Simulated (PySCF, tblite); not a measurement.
Species: C4H8O2.
Geometry (GFN2-xTB, Å), atoms numbered from 1 in this order:
```xyz
14
C4H8O2 angstrom
O     -1.699    0.949    0.599
C     -1.463   -0.431    0.542
C     -0.111   -0.737   -0.102
C      1.106   -0.021    0.496
C      1.261    0.588   -0.898
O      0.052   -0.033   -1.345
H     -1.512    1.296   -0.285
H     -2.255   -0.935   -0.032
H     -1.476   -0.802    1.569
H      0.008   -1.818   -0.240
H      0.839    0.695    1.270
H      1.918   -0.659    0.833
H      2.123    0.231   -1.468
H      1.208    1.678   -0.962
```

The calculation used PBE0/pcSseg-1 in PySCF (dipole) on a GFN2-xTB geometry, gas phase.

Masses are those of the commonest isotopes; rigid-rotor values at the optimised geometry. The values belong to one conformer with, in the numbering `[OH:1][CH2:2][C@@H:3]1[CH2:4][CH2:5][O:6]1`, H–O1–C2–C3 49°, O1–C2–C3–C4 53°.

Q: Give the principal moments of inertia and the rotational constants in GHz.

A: Ia = 76.35, Ib = 177.13, Ic = 182.12 u·Å²; 505379 MHz·u·Å²/I gives 6620, 2853 and 2775 MHz, that is A = 6.6196, B = 2.8531, C = 2.7750 GHz.

Q: What kind of rotor is it?

A: A near-prolate asymmetric top. Ray's parameter κ = (2B − A − C)/(A − C) = -0.959; −1 is the prolate and +1 the oblate limit.

Q: Is it planar, by Δ = Ic − Ia − Ib?

A: Not planar: Δ = Ic − Ia − Ib = -71.36 u·Å². For a rigid frame Δ = −2 Σ m c², so Σ m c² = 35.68 u·Å² lies off the ab plane: 8.87 from hydrogen and 26.81 from heavier atoms. The atom farthest from that plane is 1.63 Å away.

Q: Give the other two planar moments, Paa and Pbb, and the rms extents of the mass along the axes.

A: Paa = Σ m a² = (Ib + Ic − Ia)/2 = 141.45 and Pbb = Σ m b² = (Ia + Ic − Ib)/2 = 40.67 u·Å². With the mass M = 88.05 u, the rms extents √(P/M) along a, b and c are 1.27, 0.68, 0.64 Å.

Q: List the rotational levels J(Ka,Kc) to J = 3 (cm⁻¹).

A: Above 0(0,0):
J = 1: 1(0,1) 0.1877, 1(1,1) 0.3134, 1(1,0) 0.3160
J = 2: 2(0,2) 0.5632, 2(1,2) 0.6862, 2(1,1) 0.6940, 2(2,1) 1.0710, 2(2,0) 1.0710
J = 3: 3(0,3) 1.1262, 3(1,3) 1.2455, 3(1,2) 1.2611, 3(2,2) 1.6342, 3(2,1) 1.6344, 3(3,1) 2.2689, 3(3,0) 2.2689

Q: Which lines would a microwave search look for?

A: The dipole components are |μa| = 1.32 D, |μb| = 1.26 D, |μc| = 0.18 D. The squared components, which scale the intensities, stand as 1.00 : 0.92 : 0.02 (a : b : c). Some lines, for components of 0.1 D or more:

```tsv
type	branch	J(Ka,Kc)	MHz	lower level (cm⁻¹)
c	Q	3(1,3) ← 3(0,3)	3576	1.126
c	Q	1(1,1) ← 1(0,1)	3766	0.188
b	Q	2(1,1) ← 2(0,2)	3924	0.563
b	Q	4(1,3) ← 4(0,4)	4211	1.877
b	R	1(1,1) ← 0(0,0)	9395	0.000
c	R	1(1,0) ← 0(0,0)	9473	0.000
c	Q	4(2,3) ← 4(1,3)	11028	2.017
a	R	2(0,2) ← 1(0,1)	11255	0.188
a	R	3(0,3) ← 2(0,2)	16879	0.563
a	R	3(2,2) ← 2(2,1)	16884	1.071
a	R	3(2,1) ← 2(2,0)	16889	1.071
c	Q	4(3,2) ← 4(2,2)	19014	2.386
c	Q	3(3,1) ← 3(2,1)	19022	1.634
b	Q	3(3,0) ← 3(2,1)	19022	1.634
a	R	4(2,3) ← 3(2,2)	22511	1.634
b	R	2(2,1) ← 1(1,0)	22634	0.316
b	R	2(2,0) ← 1(1,1)	22713	0.313
b	R	3(2,2) ← 2(1,1)	28184	0.694
c	R	3(2,1) ← 2(1,1)	28190	0.694
b	R	3(3,1) ← 2(2,0)	35911	1.071
c	R	3(3,0) ← 2(2,0)	35911	1.071
c	R	3(3,1) ← 2(2,1)	35913	1.071
b	R	4(3,2) ← 3(2,1)	41537	1.634
c	R	4(3,1) ← 3(2,1)	41537	1.634
c	R	4(3,2) ← 3(2,2)	41543	1.634
b	R	4(3,1) ← 3(2,2)	41543	1.634
b	R	4(4,0) ← 3(3,1)	49151	2.269
```

Q: Estimate the classical rotational partition function at 10 K, 50 K and 200 K.

A: Point group C1, symmetry number σ = 1; q = (√π/σ)·√((kT/h)³/(ABC)), k/h = 20836.6 MHz/K: 736 at 10 K, 8230 at 50 K, 65900 at 200 K.

Its GFN2-xTB frequencies are all real (lowest 100 cm⁻¹). No vibrational averaging or centrifugal distortion is included, and the geometry carries the error of its method.
